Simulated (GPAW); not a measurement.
# One shape, several levels: CH2BN (SMILES BC#N)

We compute a comparison of 3 runs (LDA (PW92)/real-space grid, PBE/real-space grid, PBE/dzp) of CH2BN. Input form: an ASE script.

Program for the calculation: GPAW 26.7.0.

3 further runs of the same task are left out: 3 that didn't finish.

## Step 1: The structure to begin with

The species is CH2BN (5 atoms), meant as a singlet with charge 0. As SMILES, `BC#N`. The coordinates come from a PBE0-D4/def2-TZVP relaxation.

Bond lengths: B1–C2 1.522 Å, C2–N3 1.154 Å, B1–H4 1.189 Å, B1–H5 1.189 Å. Angles: B1–C2–N3 180.0°, C2–B1–H4 118.9°, C2–B1–H5 118.9°, H4–B1–H5 122.2°.

## Step 2: The charge distribution at LDA (PW92)/real-space grid (scalar-relativistic datasets) (run 1)

mol.xyz reads:

```xyz
5

B     -0.219200     0.441300    -0.341900
C      0.352700    -0.696700     0.490700
N      0.786500    -1.559600     1.122200
H     -0.744300     0.187400    -1.377600
H     -0.125900     1.554000     0.065300
```

mol_sp.py reads:

```python
import numpy as np
from ase.io import read
from ase.units import Debye
from gpaw import GPAW
from gpaw.analyse.hirshfeld import HirshfeldPartitioning

# Geometry
system = read("mol.xyz")
system.center(vacuum=5.0)

# Ground state
calculator = GPAW(mode="fd",
                  h=0.18,
                  xc="LDA",
                  occupations={"name": "fermi-dirac", "width": 0.02},
                  maxiter=150,
                  legacy_gpaw=True,
                  txt="mol.txt")
system.calc = calculator

energy = system.get_potential_energy()
print(f"Energy = {energy:.5f} eV")
forces = system.get_forces()
print("Forces (eV/Ang)")
for symbol, f in zip(system.symbols, forces):
    print(f'{symbol:2} {f[0]:9.4f} {f[1]:9.4f} {f[2]:9.4f}')
dipole = system.get_dipole_moment() / Debye
print(f"Dipole                  {np.linalg.norm(dipole):.3f} D")
hirshfeld = HirshfeldPartitioning(calculator)
charges = hirshfeld.get_charges()
volumes = hirshfeld.get_effective_volume_ratios()
for symbol, q, v in zip(system.symbols, charges, volumes):
    print(f'{symbol:2} charge {q:7.3f}  volume ratio {v:6.3f}')
```

The run is started by

```sh
$ python3 -u mol_sp.py | tee mol_sp.out
```

Standard output:

```text
Energy = -30.84863 eV
Forces (eV/Ang)
B     0.2397   -0.4688    0.3512
C    -0.4133    0.8693   -0.6045
N     0.2420   -0.4759    0.3747
H    -0.0817   -0.0463   -0.1694
H     0.0221    0.1804    0.0768
Dipole                  2.735 D
B  charge   0.171  volume ratio  0.694
C  charge   0.022  volume ratio  0.823
N  charge  -0.157  volume ratio  0.951
H  charge  -0.018  volume ratio  0.613
H  charge  -0.018  volume ratio  0.613
```

mol.txt:

```text
___ ___ ___ _ _ _
 |   |   |_  | | | |
 | | | | | . | | | |
 |__ |  _|___|_____|  26.7.0
 |___|_|

units:  Angstrom and eV
cores:  1
OpenMP: False

Versions:
  Python: 3.12.14
  ASE:    3.29.0
  Numpy:  2.5.5
  Scipy:  1.18.1
  Libxc:  7.0.0

Input parameters:
  h: 0.18
  maxiter: 150
  mode: fd
  occupations: {name: fermi-dirac,
                width: 0.02}

System changes: positions, numbers, cell, pbc, initial_charges, initial_magmoms

Initialize ...

species:
  B:
    name:    Boron
    Z:       5.0
    valence: 3
    core:    2
    charge:  0.0  # [|e|]
    file:    B.LDA.gz
    compensation charges:
      type: gauss
      rc: 0.20  # [Å]
      lmax: 2
[... 87 lines left out ...]
Reference energy: -3176.549182  # eV
[... 4 lines left out ...]
 Maximum [total energy] change in last 3 cyles: 0.0005 eV / valence electron
[... 14 lines left out ...]
       k-points in crystal coordinates                weights
[... 122 lines left out ...]
Converged after 21 iterations.
[... 13 lines left out ...]
Free energy:    -30.848627
[... 104 lines left out ...]
Memory usage: 755.39 MiB
```

Run time: 2 min. Hardware: 1 thread of AMD EPYC (Zen 3), shared host; peak memory 0.74 GiB.

Atomic charges (e):

```
atom  Hirshfeld
  B1     +0.171
  C2     +0.022
  N3     -0.157
  H4     -0.018
  H5     -0.018
```

## Step 3: Energy and one-electron properties at PBE/real-space grid (scalar-relativistic datasets) (run 2)

sp.py reads:

```python
import numpy as np
from ase import Atoms
from ase.units import Debye
from gpaw import GPAW

system = Atoms('BCNHH',
    positions=[[ -0.219200,   0.441300,  -0.341900],
               [  0.352700,  -0.696700,   0.490700],
               [  0.786500,  -1.559600,   1.122200],
               [ -0.744300,   0.187400,  -1.377600],
               [ -0.125900,   1.554000,   0.065300]])
system.center(vacuum=4.5)

gpaw_calc = GPAW(mode='fd', h=0.18, xc='PBE', maxiter=150, txt='-')
system.calc = gpaw_calc

energy = system.get_potential_energy()
print(f'Energy = {energy:.5f} eV')
forces = system.get_forces()
print('Forces (eV/Ang)')
for symbol, f in zip(system.symbols, forces):
    print(f'{symbol:2} {f[0]:9.4f} {f[1]:9.4f} {f[2]:9.4f}')
dipole = system.get_dipole_moment() / Debye
print(f'Dipole = {np.linalg.norm(dipole):.3f} D')
homo, lumo = gpaw_calc.get_homo_lumo()
print(f'HOMO = {homo:.3f} eV')
print(f'LUMO                    {lumo:.3f} eV')
print(f'Gap = {lumo - homo:.3f} eV')
```

The run is started by

```sh
$ python3 sp.py
```

Standard output:

```text
[...]
Number of symmetries: 1
[...]
  Number of IBZ points: 1
[...]
Spin-components: 1 (collinear spins)
Bands:           13
[...]
  Valence electrons: 14.0
[...]
  Grid points: [60 68 64]
  Charge: 0.0  # |e|
[...]
    cutoffs:
[...]
occupation numbers:
  # Zero width
[...]
xc functional:
  name: PBE with 2 nearest neighbor stencil
[...]
|iter     |     time |      energy | eigst |  dens |
[...]
|iter:   1| 00:00:12 |  -32.144429 | +1.35 |       |
[...]
|iter:  15| 00:01:17 |  -29.372606c| -7.48c| -5.74c|
Converged in 15 steps
[...]
Energy contributions relative to reference atoms: (reference = -3203.819511)
Energy contributions:
  Kinetic:          31.660175
  Coulomb:         -35.815516
  Zero:              0.477083
  External:          0.000000
  Xc:              -25.694349
  Entropy:           0.000000
  Spinorbit:         0.000000
  ----------------------------
  Free energy:     -29.372606
  Extrapolated:    -29.372606
dipole moment: (-0.210052, 0.416949, -0.305334)  # |e|*Ang
Fermi level: -6.416
Eigenvalues  # (at kpt = [0.000, 0.000, 0.000])
| band index |      eig [eV] | occ [0-2] |
|------------|---------------|-----------|
|          0 |       -23.134 |     2.000 |
|          1 |       -15.316 |     2.000 |
|          2 |       -11.049 |     2.000 |
|          3 |       -10.196 |     2.000 |
|          4 |        -9.401 |     2.000 |
|          5 |        -9.051 |     2.000 |
|          6 |        -8.438 |     2.000 |
|          7 |        -4.393 |     0.000 |
|          8 |        -0.858 |     0.000 |
|          9 |        -0.088 |     0.000 |
|         10 |         0.372 |     0.000 |
|         11 |         0.787 |     0.000 |
[...]
Gap: 4.044 eV
Transition (v -> c):
[...]
Forces (eV/Ang)
B     0.0387   -0.0971    0.0735
C    -0.5742    1.1563   -0.8436
N     0.5793   -1.2094    0.9005
H    -0.0562   -0.0176   -0.1114
H     0.0102    0.1271    0.0350
Dipole = 2.679 D
HOMO = -8.438 eV
LUMO                    -4.393 eV
Gap = 4.044 eV
```

Run time: 80 s. Hardware: 1 thread of AMD EPYC (Zen 3), shared host; peak memory 0.63 GiB.

## Step 4: The charge distribution at PBE/dzp (scalar-relativistic datasets) (run 3)

sp.py reads:

```python
import numpy as np
from ase import Atoms
from ase.units import Debye
from gpaw import GPAW

# Structure
atoms = Atoms('BCNHH',
    positions=[[ -0.219200,   0.441300,  -0.341900],
               [  0.352700,  -0.696700,   0.490700],
               [  0.786500,  -1.559600,   1.122200],
               [ -0.744300,   0.187400,  -1.377600],
               [ -0.125900,   1.554000,   0.065300]])
atoms.center(vacuum=4.5)

# GPAW settings
gpaw_calc = GPAW(mode='lcao', basis='dzp', h=0.18, xc='PBE', maxiter=150, txt='-')
atoms.calc = gpaw_calc

energy = atoms.get_potential_energy()
print(f'Energy                  {energy:.5f} eV')
forces = atoms.get_forces()
print('Forces (eV/Ang)')
for symbol, f in zip(atoms.symbols, forces):
    print(f'{symbol:2} {f[0]:9.4f} {f[1]:9.4f} {f[2]:9.4f}')
dipole = atoms.get_dipole_moment() / Debye
print(f'Dipole                  {np.linalg.norm(dipole):.3f} D')
homo, lumo = gpaw_calc.get_homo_lumo()
print(f'HOMO: {homo:.3f} eV')
print(f'LUMO                    {lumo:.3f} eV')
print(f'Gap: {lumo - homo:.3f} eV')
```

The run is started by

```sh
$ python sp.py
```

Standard output:

```text
[...]
Number of symmetries: 1
[...]
  Number of IBZ points: 1
[...]
basis functions: 49
Spin-components: 1 (collinear spins)
Bands:           13
[...]
  Valence electrons: 14.0
[...]
  Grid points: [60 68 64]
  Charge: 0.0  # |e|
[...]
    cutoffs:
[...]
occupation numbers:
  # Zero width
[...]
xc functional:
  name: PBE with 2 nearest neighbor stencil
[...]
|iter     |     time |      energy | eigst |  dens |
[...]
|iter:   1| 00:00:17 |  -29.195309 |      c|       |
[...]
|iter:   9| 00:00:36 |  -27.860243c|      c| -4.07c|
Converged in 9 steps
[...]
Energy contributions relative to reference atoms: (reference = -3203.819511)
Energy contributions:
  Kinetic:          24.643408
  Coulomb:         -27.602218
  Zero:              0.302695
  External:          0.000000
  Xc:              -25.204127
  Entropy:           0.000000
  Spinorbit:         0.000000
  ----------------------------
  Free energy:     -27.860243
  Extrapolated:    -27.860243
dipole moment: (-0.179644, 0.356820, -0.261268)  # |e|*Ang
Fermi level: -6.267
Eigenvalues  # (at kpt = [0.000, 0.000, 0.000])
| band index |      eig [eV] | occ [0-2] |
|------------|---------------|-----------|
|          0 |       -23.171 |     2.000 |
|          1 |       -15.215 |     2.000 |
|          2 |       -10.931 |     2.000 |
|          3 |       -10.049 |     2.000 |
|          4 |        -9.243 |     2.000 |
|          5 |        -8.818 |     2.000 |
|          6 |        -8.284 |     2.000 |
|          7 |        -4.250 |     0.000 |
|          8 |        -0.509 |     0.000 |
|          9 |         1.066 |     0.000 |
|         10 |         2.881 |     0.000 |
|         11 |         4.009 |     0.000 |
[...]
Gap: 4.034 eV
Transition (v -> c):
[...]
Forces (eV/Ang)
B     0.1129   -0.2443    0.1760
C    -1.2792    2.5214   -1.8445
N     1.3829   -2.9152    2.1518
H    -0.3346   -0.1293   -0.6521
H     0.0507    0.7114    0.2320
Dipole                  2.293 D
HOMO: -8.284 eV
LUMO                    -4.250 eV
Gap: 4.034 eV
```

Run time: 39 s. Hardware: 1 thread of AMD EPYC (Zen 3), shared host; peak memory 0.63 GiB.

## Step 5: Overview of the runs

```
run                                                      level  vacuum round the molecule     smearing  energy (Eh)  dipole moment (D)  HOMO energy (eV)  LUMO energy (eV)  wall time
  1  LDA (PW92)/real-space grid (scalar-relativistic datasets)                          5  fermi-dirac  -117.869695               2.73             -8.57             -4.70      2 min
  2         PBE/real-space grid (scalar-relativistic datasets)                        4.5            –  -118.817619               2.68             -8.44             -4.39       80 s
  3                     PBE/dzp (scalar-relativistic datasets)                        4.5            –  -118.762040               2.29             -8.28             -4.25       39 s
```

## Step 6: Outcome

| quantity | value |
| --- | --- |
| run 3: energy as printed (from the program's reference atoms) | -27.8602 eV |
| run 3: dipole moment | 2.29 D |
| run 3: HOMO energy | -8.28 eV |
| run 3: LUMO energy | -4.25 eV |
| run 3: HOMO–LUMO gap | 4.03 eV |
| run 3: largest force on an atom | 3.878 eV/Å |

What this shows: The dipole moment (its size) runs from 2.29 D (PBE/dzp) to 2.73 D (LDA (PW92)/real-space grid). The two ends differ in method and basis. The HOMO–LUMO gap runs from 3.86 eV (LDA (PW92)/real-space grid) to 4.04 eV (PBE/real-space grid). Totals of different functionals can't be ranked against each other. All runs together took 4 min, the longest 2 min.
